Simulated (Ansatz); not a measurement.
Reaction (silylene formation by 1,1-elimination): `F[SiH2]F` → F₂ + `[SiH2]`

Gas-phase electronic energies from Ansatz, PBE0-D4/def2-TZVP geometries. CCSD(T)/CBS is frozen-core, at the limit of the def2 triple- and quadruple-zeta sets. Functionals use def2-TZVPP.

`F[SiH2]F`:

```xyz
5

F     0.858    1.291    0.117
Si    0.018   -0.050    0.011
F    -1.448    0.327   -0.460
H     0.634   -0.908   -1.018
H    -0.062   -0.660    1.351
```

F₂:

Z-matrix (Å, degrees):
```
F
F 1 1.376
```

`[SiH2]`:

Cartesian coordinates in Å:
```
Si 0.365 0.131 0.597
H 0.482 0.600 -0.850
H -0.846 -0.730 0.253
```

```tsv
level	ΔE (kJ/mol)	difference from CCSD(T)/CBS
PBE-D4	1001.6	-70.3
PBE-QIDH	1088.5	16.6
CAM-B3LYP	1058.7	-13.2
CCSD(T)/def2-SVP	986.2	-85.7
HF/def2-TZVPP	1102.9	31.0
CCSD/def2-TZVPP	1052.4	-19.5
HF/def2-QZVPP	1111.1	39.2
CCSD/def2-QZVPP	1071.5	-0.4
MP2/cc-pV(Q+d)Z	1116.9	45.0
CCSD/cc-pV(Q+d)Z	1072.4	0.5
CCSD(T)/CBS	1071.9	0
```

Largest T1 diagnostic among the species: 0.014.

From BLYP to BHLYP (50 % exact exchange), in def2-TZVPP and without D4, ΔE moves by +93.3 kJ/mol. Leaving LDA and LC-ωPBE aside and taking each functional with its dispersion term where it has one, the values, not all of them listed here, spread over 103.9 kJ/mol, from revPBE-D4 to PBE-QIDH. LDA lies +56.6 kJ/mol from PBE without D4. At CCSD(T), def2-SVP lies −85.7 kJ/mol from the extrapolated value and def2-TZVPP −28.3 kJ/mol.
